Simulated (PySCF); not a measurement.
**Basis-set dependence of excited states**

C4H4F2.
InChI=1S/C4H4F2/c5-3-1-2-4(3)6/h1-2H2

TDDFT with PBE0 (PySCF), vertical singlets, core orbitals frozen in the response, spherical d and f functions. Geometry: PBE0-D3(BJ)/def2-SVP; no solvent, vibrations or thermal averaging.

Question: How do the low singlets change with the basis? Take 6-31G*, def2-SVP, 6-31+G*, def2-SVPD, aug-cc-pVDZ, def2-TZVP and def2-TZVPD.

Answer: 

```json
{"basis": "6-31G*", "functions": "92", "diffuse": "no", "S1 (eV)": "7.71", "S2 (eV)": "8.19", "S3 (eV)": "8.73", "S4 (eV)": "8.96", "S5 (eV)": "9.16", "LUMO (eV)": "1.33", "α (au)": "39.3"}
{"basis": "def2-SVP", "functions": "104", "diffuse": "no", "S1 (eV)": "7.64", "S2 (eV)": "7.69", "S3 (eV)": "8.21", "S4 (eV)": "8.59", "S5 (eV)": "8.63", "LUMO (eV)": "1.04", "α (au)": "40.0"}
{"basis": "6-31+G*", "functions": "116", "diffuse": "yes", "S1 (eV)": "6.20", "S2 (eV)": "6.60", "S3 (eV)": "6.76", "S4 (eV)": "7.15", "S5 (eV)": "7.63", "LUMO (eV)": "0.50", "α (au)": "44.0"}
{"basis": "def2-SVPD", "functions": "158", "diffuse": "yes", "S1 (eV)": "6.43", "S2 (eV)": "6.99", "S3 (eV)": "7.18", "S4 (eV)": "7.59", "S5 (eV)": "8.15", "LUMO (eV)": "0.69", "α (au)": "46.6"}
{"basis": "aug-cc-pVDZ", "functions": "174", "diffuse": "yes", "S1 (eV)": "5.88", "S2 (eV)": "6.37", "S3 (eV)": "6.49", "S4 (eV)": "6.60", "S5 (eV)": "7.44", "LUMO (eV)": "-0.06", "α (au)": "47.5"}
{"basis": "def2-TZVP", "functions": "210", "diffuse": "no", "S1 (eV)": "6.96", "S2 (eV)": "7.34", "S3 (eV)": "7.55", "S4 (eV)": "7.73", "S5 (eV)": "8.18", "LUMO (eV)": "0.98", "α (au)": "45.2"}
{"basis": "def2-TZVPD", "functions": "264", "diffuse": "yes", "S1 (eV)": "6.08", "S2 (eV)": "6.59", "S3 (eV)": "6.72", "S4 (eV)": "7.36", "S5 (eV)": "7.52", "LUMO (eV)": "0.31", "α (au)": "47.7"}
```

States are compared by their number. Against the largest diffuse basis here (def2-TZVPD, itself not a converged limit), sets without diffuse functions differ by up to 1.64 eV in S1 and 1.64 eV in S5; the smaller diffuse sets differ by up to 0.35 and 0.63 eV. State by state, the largest deviation of a set without diffuse functions is S1 1.64, S2 1.60, S3 2.00, S4 1.60, S5 1.64 eV. The same number needn't mean the same state in each row. Against def2-TZVPD the polarisability deviates by -18% in 6-31G*, -16% in def2-SVP, -8% in 6-31+G*, -2% in def2-SVPD, 0% in aug-cc-pVDZ, -5% in def2-TZVP. A single + in a Pople set puts diffuse functions on heavy atoms only.
